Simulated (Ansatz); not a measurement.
The first iterations of a band of C2H3N2 (7 atoms, charge 0, multiplicity 2).

These are results of UKS PBE-D4/def2-SVP in Ansatz 0.2.0, not measurements.

```
movable images  : 7
climbing image  : yes
spring          : 20.0 eV/Å²
optimiser       : quadratic models (default)
start path      : IDPP
force threshold : 0.03 eV/Å
iteration limit : 60
end points      : relaxed
```

First end point:

```xyz
7
Properties=species:S:1:pos:R:3
C -0.433 0.671 -0.323
N 0.601 -0.324 -0.431
C 0.820 -1.188 0.489
N 1.117 -2.047 1.281
H -1.103 0.581 -1.207
H -1.037 0.630 0.608
H 0.035 1.677 -0.418
```

Last end point:

```xyz
7
Properties=species:S:1:pos:R:3
C -0.438 0.720 -0.177
N 0.565 0.015 0.576
C 0.823 -1.224 0.383
N 1.152 -2.380 0.292
H -0.981 0.112 -0.932
H -1.166 1.167 0.535
H 0.044 1.590 -0.678
```

| iteration | highest image above the first end (eV) | largest band force component (eV/Å) |
| --- | --- | --- |
| 1 | 0.158 | 0.936 |
| 2 | 0.066 | 0.282 |

Problem. Does the band converge within its limit, and where does its top end?

Solution. It converged. It ended after 7 iterations with the highest image 0.016 eV above the first end. Another band between the same ends (7 images) ends at a top of the same energy, where a vibrational analysis finds 1 clearly imaginary mode.

The run took 120 s on 1 thread of Arm Neoverse V2, with other jobs on the host, peak memory 0.14 GiB.
